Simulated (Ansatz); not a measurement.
Elements on the sites of an ideal fcc lattice, at a guessed lattice constant:

```xyz
16
Lattice="-4.0529 4.0529 -4.0529 4.0529 4.0529 4.0529 4.0529 -4.0529 -4.0529" Properties=species:S:1:pos:R:3 pbc="T T T"
Al    0.0000    0.0000   -4.0529
Al    2.0265    2.0265   -4.0529
Al    2.0265    0.0000   -2.0265
Al    4.0529    0.0000    0.0000
Al   -2.0265    2.0265   -4.0529
Al    2.0265    4.0529   -2.0265
Al    0.0000    0.0000    0.0000
Al    2.0265    2.0265    0.0000
Al   -2.0265    4.0529   -2.0265
Al    0.0000    4.0529    0.0000
Al    2.0265    4.0529    2.0265
Ti    2.0265   -2.0265   -4.0529
Ti    4.0529   -2.0265   -2.0265
Ti    4.0529    2.0265   -2.0265
Ti    4.0529    2.0265    2.0265
Zn    0.0000    2.0265   -2.0265
```

Cell and atoms were relaxed without symmetry on coarser meshes and computed once more. The calculation used DFT PBEsol, scalar-relativistic, plane waves, PAW in Ansatz 0.2.0.

Plane waves to 420 eV, a k mesh through Γ of 6×6×7 on the computed 16-atom cell and Gaussian smearing (0.10 eV); no spin polarisation.

The relaxation ran on 2×2×2 (shifted) and then 4×4×4 k points with a smearing of 0.1 eV, from sites shaken by 0.02 Å.

What does the relaxation give?

A volume of 15.74 Å³/atom and no gap on the mesh. It lies 0.27 eV/atom below the elements' standard states (static lattices, no corrections for gases). The atoms leave their sites by 0.06 Å (root mean square) and 0.10 Å at most, and the cell stretches by up to 2.4 % at fixed volume.

```xyz
16
Lattice="-3.9653 4.0722 -3.9653 3.9653 4.0722 3.9653 3.8998 -4.0722 -3.8998" Properties=species:S:1:pos:R:3 pbc="T T T"
Al    3.9447    4.0013    0.0158
Al    1.9250    2.0360   -3.9129
Al    1.9616   -0.0709   -1.9673
Al    3.9447    0.0707    0.0159
Al   -1.9981    2.0360   -3.8973
Al    1.9615    4.1429   -1.9673
Al    7.8397    0.0083    0.0559
Al    1.9095    2.0360    0.0103
Al    1.9215   -0.0085   -5.8623
Al    3.8744   -0.0085   -3.9094
Al    5.8867    0.0083   -1.8970
Ti    2.0045   -2.0362   -3.9924
Ti   -0.0488    2.0360   -5.8450
Ti    3.8571    2.0360   -1.9391
Ti    3.9537    2.0360    1.9890
Zn    0.0188    2.0358   -2.0063
```

Cost: 2 runs of about 3 core-minutes in all (earlier runs that led there not counted), on Intel Xeon 6975P-C (Granite Rapids) (shared hosts).